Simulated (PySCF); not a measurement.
Molecule: SMILES c1cn[n-]c1, [C₃H₃N₂]-.

Cartesian coordinates in Å; atom numbers follow the order of the lines, from 1:
```xyz
8

C     0.0477    0.7209   -0.3245
C    -1.0923   -0.0232    0.0215
N    -0.7474   -1.2128    0.5432
N     0.5934   -1.2916    0.5565
C     1.0857   -0.1502    0.0456
H     0.1106    1.7172   -0.7671
H    -2.1474    0.2550   -0.0859
H     2.1680    0.0034   -0.0385
```

Total charge -1.

Geometry PBE0-D3(BJ)/def2-SVP throughout; GIAO in PySCF 2.14, gas phase, one conformer, non-relativistic; equivalent atoms averaged; basis pcSseg-2.

For orientation, LDA gives these shifts δ (against TMS, NH3 at the same level): C2/C5 139.9, C1 101.5, N3/N4 381.4, H7/H8 7.34, H6 6.03 ppm.

A run gave: C2/C5 142.5, C1 99.7, N3/N4 389.0, H7/H8 7.39, H6 5.87 ppm (shifts δ (against TMS, NH3 at the same level)).

Q: Which functional was used in that run?
A. mPW1PW91
B. B97-2
C. KT2
D. BHandHLYP
E. B97-D

A: D. N3/N4 tells them apart best: BHandHLYP gives 389.0, mPW1PW91 gives 376.4, B97-D gives 358.3, B97-2 gives 367.2, KT2 gives 350.4 ppm.
